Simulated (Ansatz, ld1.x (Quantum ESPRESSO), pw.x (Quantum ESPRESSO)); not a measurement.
**From atom to crystal: TM potential for tantalum (Ta)**

- Element: Ta (Z = 73)
- Generator: ld1.x (Quantum ESPRESSO) 7.5
- Type: norm-conserving Troullier–Martins (Kleinman–Bylander form)
- Functional: PBEsol
- Relativity: scalar-relativistic
- Frozen core: [Xe] 4f14
- Valence charge: 5
- Reference configuration: 5d3 6s2 6p0
- Partial waves: 6s (bound): rc 2.30 bohr; 5d (bound): rc 2.05 bohr; 6p (bound, empty): rc 3.30 bohr
- Local potential: the p channel
- Core correction: none

Crystal test: sc Ta in pw.x 7.5, no spin, 12³ k-points, Fermi–Dirac smearing 0.01 Ry, cutoffs 45/180 Ry. The reference is all-electron LAPW (Ansatz 0.2.0) with the same functional, mesh and smearing; V0 and B0 come from Birch–Murnaghan fits to the pressures at five volumes. Errors are pseudo minus all-electron; Δ is the rms difference of the E(V) curves that follow from these fits, minima aligned, over ±6 % about the mean V0. Mesh and smearing are coarse, so the numbers serve the comparison and aren't converged zero-temperature values; the lattice is a test structure that the element need not adopt.

```
V (Å³/atom)  P all-electron (GPa)  P pseudo (GPa)
     18.657                 10.78           35.23
     19.148                  5.93           28.42
     19.639                  1.64           22.38
     20.130                 -2.16           17.01
     20.621                 -5.52           12.22
```

All-electron: a0 = 2.707 Å (V0 = 19.84 Å³/atom), B0 = 154.9 GPa.

Pseudopotential: mean pressure error (GPa): +20.92. The pressure does not cross zero within the volumes sampled, so no fit is given. The largest radius (3.30 bohr) exceeds half the bond length (2.55 bohr), so the spheres overlap, which is one possible source of error among others. This is a poor potential for the solid.

At the middle volume, how do free energy and pressure move when the wave cutoff is lowered (ecutrho kept at four times it)?

```csv
cutoff (Ry),shift of F (meV/atom),shift of P (GPa)
20,+774.3,-23.24
27,+84.1,-4.15
36,+2.6,+0.02
```

Input at the middle volume:

```
&control
  calculation='scf', prefix='x', pseudo_dir='./', outdir='./tmp', tstress=.true., disk_io='none'
/
&system
  ibrav=0, nat=1, ntyp=1, ecutwfc=45, ecutrho=180, nbnd=9,
  occupations='smearing', smearing='fd', degauss=0.01
/
&electrons
  conv_thr=1e-09, mixing_beta=0.4, electron_maxstep=70
/
ATOMIC_SPECIES
Ta 1.0 Ta.UPF
CELL_PARAMETERS angstrom
  2.69798661 0.00000000 0.00000000
  0.00000000 2.69798661 0.00000000
  0.00000000 0.00000000 2.69798661
ATOMIC_POSITIONS crystal
Ta 0.0000 0.0000 0.0000
K_POINTS automatic
12 12 12 0 0 0
```

```bash
pw.x < Ta.scf.in > Ta.scf.out
```

Lines of the output:

```
Message from routine setup:
     using ibrav=0 with symmetry is DISCOURAGED, use correct ibrav instead
     lattice parameter (alat)  =       5.0985  a.u.
     unit-cell volume          =     132.5305 (a.u.)^3
     number of electrons       =         5.00
     number of Kohn-Sham states=            9
     kinetic-energy cutoff     =      45.0000  Ry
     charge density cutoff     =     180.0000  Ry
     scf convergence threshold =      1.0E-09
     Exchange-correlation= PBESOL
     number of k points=    84  Fermi-Dirac smearing, width (Ry)=  0.0100
     iteration #  1     ecut=    45.00 Ry     beta= 0.40
     total energy              =     -10.01274143 Ry
     estimated scf accuracy    <       0.00556458 Ry
     iteration #  2     ecut=    45.00 Ry     beta= 0.40
     total energy              =     -10.01388241 Ry
     estimated scf accuracy    <       0.00208921 Ry
     iteration #  3     ecut=    45.00 Ry     beta= 0.40
     total energy              =     -10.01401258 Ry
     estimated scf accuracy    <       0.00001764 Ry
     iteration #  4     ecut=    45.00 Ry     beta= 0.40
     total energy              =     -10.01401524 Ry
     estimated scf accuracy    <       0.00000048 Ry
     iteration #  5     ecut=    45.00 Ry     beta= 0.40
     total energy              =     -10.01401535 Ry
     estimated scf accuracy    <       0.00000013 Ry
     iteration #  6     ecut=    45.00 Ry     beta= 0.40
     the Fermi energy is    10.8284 ev
!    total energy              =     -10.01401537 Ry
     estimated scf accuracy    <          4.2E-10 Ry
     smearing contrib. (-TS)   =      -0.00329393 Ry
     The total energy is F=E-TS. E is the sum of the following terms:
     one-electron contribution =       6.73845571 Ry
     hartree contribution      =       0.19682750 Ry
     xc contribution           =      -3.03347105 Ry
     ewald contribution        =     -13.91253360 Ry
     convergence has been achieved in   6 iterations
          total   stress  (Ry/bohr**3)                   (kbar)     P=      223.80
     Message from routine punch:
     Nothing written, as per user request (disk_io='none')
```

The run at the middle volume (84 k-points, 6 iterations) took about 4.5 s on one core of a shared host (Neoverse-V1, 32 threads, 247 GiB, load 26).
